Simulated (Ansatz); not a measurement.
**How far each method lies from RCCSDT(Q) for C$_{2}$H$_{4}$O$_{2}$, singlet**

Geometry: MP2(full)/6-31G*, from the G2/97 set.

```xyz
8

C    -0.8795   -0.0633    0.0000
O    -0.6593   -1.2576    0.0000
O     0.0517    0.9074    0.0000
H    -1.8767    0.3952    0.0000
C     1.4086    0.4179    0.0000
H     2.0318    1.3088    0.0000
H     1.5928   -0.1856    0.8894
H     1.5928   -0.1856   -0.8894
```

Basis cc-pVDZ; Ansatz 0.2.0. Only valence electrons are correlated (noble-gas cores frozen), which leaves 24 electrons in 72 orbitals. R marks a restricted (for open shells ROHF) determinant. Active spaces: frontier = (8e, 8o) about the gap.

Full CI isn't at hand for all of this; RCCSDT(Q) serves as the reference, and is uncertain by about the last step of the cluster series.

* UHF ⟨S²⟩: 0.000
* T1 diagnostic (RCCSD): 0.0163
* largest doubles amplitude (RCCSD): 0.062

| level | E − E(RCCSDT(Q)) (meV) | share of correlation (%) | wall time |
| --- | --- | --- | --- |
| RHF | 18777 | 0.00 | – |
| RMP2 | 1358 | 92.77 | – |
| CISD | 3105 | 83.46 | 26 s |
| RCCSD | 633 | 96.63 | – |
| RCCSD(T) | 72 | 99.62 | 2.2 s |
| BCCD(T) | 66 | 99.65 | 2.8 s |
| RCCSDT | 55 | 99.71 | – |
| CASSCF (frontier space) | 15288 | 18.58 | – |
| MRCISD (frontier space) | 2099 | 88.82 | – |
| MRCISD+Q (frontier space) | 386 | 97.94 | 15 s (H100) |

The correlation energy at RCCSDT(Q), counted from RHF, is -18.777 eV. That run took 10 s on 2 threads of AMD EPYC 7R13 with a shared H100 80 GB, shared host.

Times hold each run's SCF and search for its determinant on a shared host, so for small cases they say little of a method's own cost; rows without a card ran on 1 thread of AMD EPYC 7R13.

Atomization energy (electronic, same basis, no zero-point term; atoms at the same level, unrestricted beside the R rows where the molecule is a closed shell, with restricted open-shell steps beyond CCSDT(Q)) at RCCSDT(Q): 3032.8 kJ/mol. Errors of other levels:

```tsv
level	error (kJ/mol)
RHF	-802.9
RMP2	70.6
CISD	-275.5
RCCSD	-49.5
RCCSD(T)	-4.2
BCCD(T)	-3.2
RCCSDT	-4.8
```

This basis is far from its limit, so the value isn't to be set against a measured one. Truncated CI isn't size-consistent, which counts against it in atomization.
